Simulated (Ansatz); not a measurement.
Method: B3LYP-D3(BJ)/def2-TZVP (Ansatz, a first-principles code). No frequencies were computed at this level.

Ansatz 0.2 input:
```yaml
crystal:
  periodic: [false, false, false]
  atoms:
    - { symbol: C, position_ang: [0.000026, -0.000017, -0.000339] }
    - { symbol: H, position_ang: [-0.874183, -0.612523, 0.001852] }
    - { symbol: H, position_ang: [0.967725, -0.450755, -0.00168] }
    - { symbol: H, position_ang: [-0.093566, 1.063296, 0.000167] }
basis:
  gaussian: { orbitals: def2-tzvp }
hamiltonian:
  xc: b3lyp
  dispersion: d3bj
relax:
  max_steps: 150
magnetization:
  spin_polarized: true
  initial_magnetization: 1
```

Output:

```
Functional definition: B3LYP
312 factors; their error is unknown
mean field evaluation 1: about -1081.4234 eV, gradient 2.6e1 eV
mean field evaluation 2: about -1081.0751 eV, gradient 2.6e1 eV
mean field evaluation 4: about -1084.6126 eV, gradient 9.2e-2 eV
mean field evaluation 8: about -1084.6043 eV, gradient 1.2e-3 eV
mean field -1084.60434025 eV, -39.8584743329 hartree, gradient 7.7e-6 eV, S^2 0.753506; 0 other end points of the search recorded, 0 dependent functions left out
reference -1084.60451062 eV, -39.8584805941 hartree; 5, 4 occupied and 44, 45 virtual orbitals, 312 factors
relax step   1: F+E_penalty+E_count = -1084.64210667 eV  Δ(F+E_penalty+E_count) = +0.000e0 eV  max|allowed force component| = 4.260e-1 eV/Å  Δτ_max = 0.0000 Å  (22 SCF iters, accepted)
these checks for a lower state are left out or cut short: starts, cluster_reference, orbital_swaps, neighbouring_geometries, increment
312 factors; their error is unknown
mean field evaluation 16: about -1084.6107 eV, gradient 1.8e-1 eV
mean field -1084.61080932 eV, -39.8587120670 hartree, gradient 4.0e-6 eV, S^2 0.753587; 0 other end points of the search recorded, 0 dependent functions left out
reference -1084.61098016 eV, -39.8587183451 hartree; 5, 4 occupied and 44, 45 virtual orbitals, 312 factors
relax step   2: F+E_penalty+E_count = -1084.64856133 eV  Δ(F+E_penalty+E_count) = -6.455e-3 eV  max|allowed force component| = 1.040e-1 eV/Å  Δτ_max = 0.0128 Å  (28 SCF iters, accepted)
these checks for a lower state are left out or cut short: starts, cluster_reference, orbital_swaps, neighbouring_geometries, increment
312 factors; their error is unknown
mean field -1084.55083603 eV, -39.8565080892 hartree, gradient 8.9e-6 eV, S^2 0.753429; 0 other end points of the search recorded, 0 dependent functions left out
reference -1084.55101258 eV, -39.8565145772 hartree; 5, 4 occupied and 44, 45 virtual orbitals, 312 factors
relax step   3: F+E_penalty+E_count = -1084.58858020 eV  Δ(F+E_penalty+E_count) = +5.998e-2 eV  max|allowed force component| = 8.119e-1 eV/Å  Δτ_max = 0.1399 Å  (26 SCF iters, rejected (line search))
these checks for a lower state are left out or cut short: starts, cluster_reference, orbital_swaps, neighbouring_geometries, increment
312 factors; their error is unknown
mean field evaluation 32: about -1084.6116 eV, gradient 1.4e-3 eV
mean field -1084.61161578 eV, -39.8587417036 hartree, gradient 4.9e-6 eV, S^2 0.753621; 0 other end points of the search recorded, 0 dependent functions left out
reference -1084.61178671 eV, -39.8587479852 hartree; 5, 4 occupied and 44, 45 virtual orbitals, 312 factors
relax step   4: F+E_penalty+E_count = -1084.64936253 eV  Δ(F+E_penalty+E_count) = -8.012e-4 eV  max|allowed force component| = 2.562e-3 eV/Å  Δτ_max = 0.0121 Å  (27 SCF iters, accepted)
312 factors; their error is unknown
mean field -1084.61161578 eV, -39.8587417036 hartree, gradient 1.3e-5 eV, S^2 0.753621; 1 other end points of the search recorded, 0 dependent functions left out
reference -1084.61178671 eV, -39.8587479852 hartree; 5, 4 occupied and 44, 45 virtual orbitals, 312 factors
Total energy: -1084.64953346 eV, -39.8601351529 hartree
Atom 0 at     0.000010    -0.000007     0.000379 Å, force    -0.000316     0.000173    -0.001296 eV/Å
Atom 1 at    -0.883621    -0.619247     0.001632 Å, force     0.002219     0.001337     0.000428 eV/Å
Atom 2 at     0.978112    -0.455602    -0.001939 Å, force    -0.002293     0.001053     0.000436 eV/Å
Atom 3 at    -0.094500     1.074856    -0.000072 Å, force     0.000390    -0.002563     0.000432 eV/Å
Dipole moment:    -0.000001     0.000001    -0.000231 e Å
```

Cost: very roughly 2.5 core-seconds.
